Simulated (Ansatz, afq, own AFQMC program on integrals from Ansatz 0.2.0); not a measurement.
SiHS₂, doublet: AFQMC among the cluster methods

```xyz
4

Si    0.0000   -0.6799   -0.1048
S     0.0000    0.2288   -1.4496
S     0.0000    0.4346    1.5446
H     0.0000   -2.1604   -0.1048
```

Connectivity, by distances: S–SiH–S.

Basis cc-pVDZ. Noble-gas cores (and the filled d shells of Ga–Kr and In–Xe) are frozen. Ansatz 0.2.0 and our own AFQMC program on the same integrals; the CISD trial comes from CCSD amplitudes, and released means the phaseless constraint is let go. Uncertainties: one standard error, sampling alone.

Determinant: UHF, the one that the program's search chose, which needn't be the lowest solution. The geometry is a point of a scan.

No full CI on the walks' own integrals is used here; CCSDT(Q) serves as the reference and is uncertain by about the last step of the cluster series.

Cautions: the released energies are still falling, so no released level is given (meV from the phaseless value at times in 1/Eh: -6 ± 6 at 0.24, -16 ± 4 at 0.51, -27 ± 7 at 0.99, -34 ± 5 at 1.50), though the last usable value meets CCSDT(Q) within the noise.

The T1 diagnostic is 0.0291, the weight of the determinant in the CISD state is 0.820 and the ⟨S²⟩ of the determinant is 0.761. The size of the correlated space is 17 electrons in 44 orbitals.

```tsv
level	correlation energy (eV)
MP2	-8.5033
CCSD	-9.5331
CCSD(T)	-9.8483
```

Problem. Estimate where phaseless AFQMC with a CISD trial lies against CCSD(T) on the same integrals.

Solution. 3.8 ± 0.7 kJ/mol below CCSD(T).

Reference: CCSDT(Q), correlation energy -9.920 eV.

| level | E − E(reference) (kJ/mol) | share of correlation (%) |
| --- | --- | --- |
| CCSD(T) | 6.9 | 99.28 |
| CCSDT | 2.8 | 99.71 |
| ph-AFQMC/CISD | 3.1 ± 0.7 | 99.67 |

A walk keeps the symmetry of its determinant, which the program's search chose and which needn't be the lowest solution, so a lower state of the same spin and another symmetry isn't excluded.
